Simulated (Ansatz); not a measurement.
α-N2, treated with r²SCAN-D4 (Ansatz, an electronic-structure program, plane waves, PAW).

Run with plane-wave cutoff 560 eV, 6×6×6 k mesh, Fermi–Dirac smearing 0.01 eV, scalar-relativistic PAW data made under PBE.

Response to compression and expansion:

Shape and atoms are relaxed at each volume.

```csv
V (Å³/atom),P (GPa),direct gap at Γ (eV),smallest gap on the k mesh (eV)
21.082,0.12,8.090,8.060
21.522,0.05,8.124,8.096
21.961,0.00,8.157,8.131
22.400,-0.05,8.188,8.165
22.839,-0.09,8.218,8.196
```

A straight line through the gaps at Γ against ln V gives a volume deformation potential dE_g(Γ)/d ln V of 1.6 eV: the gap at Γ narrows under compression.

Note: the bulk modulus comes from volumes at which shape and atoms were relaxed.
